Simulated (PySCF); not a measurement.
Gas-phase reaction: SiO + 2 H₂O₂ = Si(OH)₄ + O

Computed with PySCF and rigid-rotor harmonic-oscillator thermochemistry at 1 bar. † marks an energy on the PBE0/def2-TZVP geometry and frequencies; other levels use their own. CCSD(T) freezes the core. 6-31G* has spherical d functions here. Open shells (unrestricted): O (multiplicity 3); the rest are closed-shell singlets. Spin-orbit splitting is ignored; it lowers the true energy and changes the entropy of O. B3LYP is the form with VWN-RPA correlation. CCSD(T) isn't extrapolated to the basis-set limit. Warning, large T1 diagnostic: SiO (CCSD(T)/def2-SVP†).

```tsv
level	ΔH°(298 K), kJ
B3LYP/6-31G*	-637
CCSD(T)/def2-SVP†	-683
LDA/def2-TZVP†	?
ωB97M-V/def2-TZVP†	-714
ωB97X-V/def2-TZVP†	?
```

Problem. What belongs in the gaps?

Solution. 
- LDA/def2-TZVP†, ΔH°(298 K), kJ: -621
- ωB97X-V/def2-TZVP†, ΔH°(298 K), kJ: -723
